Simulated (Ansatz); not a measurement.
## Sb2Se3 (Pnma, No. 62)

Computed with r²SCAN+rVV10 (Ansatz, a program for electronic structure, PAW).

Numerical settings: plane-wave cutoff 560 eV, 4×8×4 k mesh (along the axes of the cell as run), Fermi–Dirac smearing 0.01 eV, scalar-relativistic PAW data made under PBE.

Cell (relaxed at this level):

Space group Pnma (No. 62); a = 12.008 Å, b = 3.989 Å, c = 11.606 Å, α = β = γ = 90.00°

```json
[
 {"atom": "Sb", "site": "4c", "symmetry": ".m.", "x": "0.1448", "y": "0.7500", "z": "0.0385"},
 {"atom": "Sb", "site": "4c", "symmetry": ".m.", "x": "0.0303", "y": "0.2500", "z": "0.3290"},
 {"atom": "Se", "site": "4c", "symmetry": ".m.", "x": "0.0531", "y": "0.2500", "z": "0.8714"},
 {"atom": "Se", "site": "4c", "symmetry": ".m.", "x": "0.2104", "y": "0.2500", "z": "0.1940"},
 {"atom": "Se", "site": "4c", "symmetry": ".m.", "x": "0.1280", "y": "0.7500", "z": "0.4457"}
]
```

- band gap = 1.14 eV (on the SCF k mesh)
- Γ–Γ gap = 1.40 eV

Note: the relaxation could not lower the start's symmetry, so the cell can be a saddle point above a distorted one.

Spin–orbit coupling is not included; with these elements it can move the gap by several tenths of an eV or more.
